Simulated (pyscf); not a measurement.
`[SH2]` + `[GeH2]` [singlet] → `[SH][GeH3]` (insertion; singlet surface; H–S broken, Ge–S, Ge–H formed). Single points on ωB97X-D3(BJ)/def2-SVP structures (PySCF, gas phase). Correlated levels are frozen-core, on RHF or UHF. ΔMP2 is the change of the MP2 total energy from the triple- to the quadruple-zeta basis. Energies in eV from the separated reactants.

| level | barrier | reaction energy |
|---|---|---|
| r²SCAN/def2-TZVP | -0.27 | -2.35 |
| PBE0-D3(BJ)/def2-TZVP | -0.13 | -2.30 |
| M06-2X/def2-TZVP | 0.17 | -2.19 |
| ωB97M-D3(BJ)/def2-TZVP | 0.28 | -2.06 |
| HF/def2-TZVP | 1.05 | -1.98 |
| MP2/def2-QZVPP | … | -2.39 |
| CCSD(T)/def2-TZVPP + ΔMP2(QZVPP) | … | … |

Question: Fill in the missing entries.

Answer: 
- MP2/def2-QZVPP, barrier: -0.07
- CCSD(T)/def2-TZVPP + ΔMP2(QZVPP), barrier: 0.10
- CCSD(T)/def2-TZVPP + ΔMP2(QZVPP), reaction energy: -2.20

On the reactant side the descent ends in an adduct with a Ge–S contact, 0.79 eV under the separated species and 0.91 eV under the saddle at ωB97X-D3(BJ)/def2-TZVP. At r²SCAN, PBE0-D3(BJ), MP2 the saddle lies under the separated reactants, which points to a path from their complex (located at ωB97X-D3(BJ) alone). What is counted as formed (Ge–S) is already present as a longer contact in the reactant adduct; forming that adduct is a step of its own. The same reactants have a lower exit, to HS–GeH: [singlet] + H₂ (barrier 0.00 eV at ωB97M-D3(BJ), against +0.28 eV here). This is the saddle that the search found; another between the same sides may lie lower. The CCSD(T) − MP2 part came from Ansatz, without density fitting, on the same reference. The frozen core leaves the outer d or s,p core shells of the metals and heavy elements correlated in the MP2 and CC values, and def2-TZVPP describes them poorly, which can shift differences by a few kcal/mol. Elements up to Kr have no core potential and no relativistic terms here.
